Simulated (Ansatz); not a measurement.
**Yb: all-electron results**

```xyz
1
Lattice="0.0000 2.6113 2.6113 2.6113 0.0000 2.6113 2.6113 2.6113 0.0000" Properties=species:S:1:pos:R:3 pbc="T T T"
Yb    0.0000    0.0000    0.0000
```

The structure comes from a relaxation in the same program, started in the fcc type, and has space group Fm-3m. Whether it is a known phase or the ground state wasn't checked.

Semilocal functionals without a Hubbard term describe localised f shells poorly; where the shell is localised, the real material differs.

No spin–orbit coupling, which matters for the heavy atoms here.

All numbers below come from Ansatz 0.2.0, DFT, PBE, all-electron LAPW, scalar-relativistic.

Sampling and basis: a Γ-centred 13×13×13 k mesh, Fermi–Dirac smearing of 0.05 eV, basis error target 0.25 meV/atom, no spin polarisation.

```
Band gap                                          : none at this level of theory (metallic, semimetallic, or a small gap that the functional closes)
Density of states at the Fermi level (0.2 eV bin) : 0.38 states/eV per cell
Volume per atom                                   : 35.61 Å³
Pressure at this cell                             : 0.3 kbar
```
